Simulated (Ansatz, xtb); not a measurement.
A geometry optimisation of FH3OSi with r2SCAN-D4/def2-SVP

The starting geometry of this gas-phase singlet has its atoms placed at random.

```xyz
6

F    -0.8579   -0.9002   -1.3900
O     0.2561   -0.2459    1.4781
Si   -1.0164   -0.2154    0.1862
H    -1.2301   -1.4727   -0.4354
H     0.2325   -0.4679   -0.2118
H    -0.5254    1.3526    0.4514
```

Guess where an optimisation with r2SCAN-D4/def2-SVP ends from this start.

It ends as `O[SiH2]F`. Distances that change by over a tenth: Si3–H6 (1.66 → 1.48 Å). Contacts that open: Si3–H5 (1.33 → 2.27 Å). Contacts that close: O2–H5 (1.70 → 0.96 Å).

The energy falls by 11.37 eV over 21 steps:

```
step  E − E(last) (eV)
   1            11.369
   3             5.572
   5             2.709
   8             0.134
  10             0.059
  12             0.049
  14             0.047
  17             0.016
  19             0.001
  21             0.000
```

Final geometry (Å):

```xyz
6

F    -0.5719   -0.2389   -1.7031
O     0.5344   -0.2712    0.7502
Si   -0.8704   -0.1705   -0.1081
H    -1.7844   -1.3081    0.1846
H     1.0059   -1.1121    0.7487
H    -1.4549    1.1512    0.2061
```

From the same start GFN2-xTB reaches the same bonding as this run.

From so rough a start the end depends on the optimiser's path, so another program may land elsewhere. The end wasn't checked by frequencies. Run with Ansatz 0.2.0, 23 s on 2 threads of Arm Neoverse V1, on a shared host.
